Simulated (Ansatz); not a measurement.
# Loss of CH4: SiH2(CH3) → SiH + CH4

Species: SiH2(CH3), doublet; SiH, doublet; CH4 (methane) `C`, singlet. This is a balance of energies; it says nothing on the path, which may need atoms to shift.

Shapes, held fixed at every level: PBE0-D4/def2-TZVP. Programs: Ansatz 0.2.0. The zero-point and thermal change to 298 K, harmonic and unscaled (PBE0-D4/def2-TZVP), is +0.4 kJ/mol.

Task: Estimate ΔH(298 K) of this reaction.

Result: The highest level, CCSD(T)/CBS estimate, gives ΔH(298 K) = +155.9 kJ/mol; the levels span +132.9 to +197.4. The column of differences is taken from that level and isn't an error. No measured value is set beside it here. Spin contamination: SiH (⟨S²⟩ up to 0.79). Open shells run unrestricted. The CBS estimate extrapolates MP2 from def2-TZVPP and def2-QZVPP and adds CCSD(T) − MP2 in the triple-zeta set, cores frozen.

```csv
level,kind,ΔH(298 K) (kJ/mol),less CCSD(T)/CBS estimate
MP2/def2-SVP,perturbation theory,+156.0,+0.1
HF/def2-TZVPP,Hartree–Fock,+132.9,-23.0
SPW92/def2-TZVPP,LDA,+197.4,+41.5
PBE-D4/def2-TZVPP,GGA,+168.5,+12.6
wB97X-V/def2-TZVPP,range-separated hybrid,+165.5,+9.6
CCSD/def2-SVP,coupled cluster or CI,+132.9,-23.0
CCSD(T)/CBS estimate,coupled cluster or CI,+155.9,0.0
```
